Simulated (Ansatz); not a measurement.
The same path of C2H4OS (8 atoms, charge 0, multiplicity 1) was run twice with different band settings. Lost on the way: C2–O4, C2–H6. Made: O4–H6.

Computed with RKS PBE-D4/def2-SVP (Ansatz).

Relaxed end points:

```xyz
8
Properties=species:S:1:pos:R:3
S -1.589 0.643 -0.664
C 0.005 0.397 0.151
C 0.508 -0.981 0.291
O 1.117 -0.051 -0.609
H -1.325 1.909 -1.094
H 0.240 1.149 0.928
H 1.102 -1.260 1.182
H -0.057 -1.806 -0.185
```

```xyz
8
Properties=species:S:1:pos:R:3
S -1.828 0.407 -0.776
C -0.307 0.650 -0.116
C 0.440 -0.591 0.192
O 1.818 -0.380 0.376
H -2.263 1.713 -0.842
H 1.897 0.585 0.529
H -0.068 -0.930 1.147
H 0.311 -1.454 -0.510
```

Common settings: spring 5.0 eV/Å²; optimiser quadratic models (default); start path through a guess of the saddle point; force threshold 0.05 eV/Å; iteration limit 60; end points relaxed.

| run | movable images | climbing image |
| --- | --- | --- |
| 1 | 5 | yes |
| 2 | 1 | no |

(1) What does each run give, and how far can it be trusted?

## Answers

(1) Run 1: converged after 12 iterations, highest image 2.343 eV above the first end. A vibrational analysis at the climbing image gives one clearly imaginary mode, 1283i cm⁻¹: a first-order saddle point.
Run 2: converged after 12 iterations, highest image 2.040 eV above the first end. Neighbouring images differ by up to 2.0 eV, so the band resolves the path poorly. No image climbed, so the highest image needn't sit at the top of the path. So few images can step over the top or miss a turn of the path.
The orbitals stay closed-shell, which can raise the energy where a bond breaks towards radicals; this wasn't checked here.
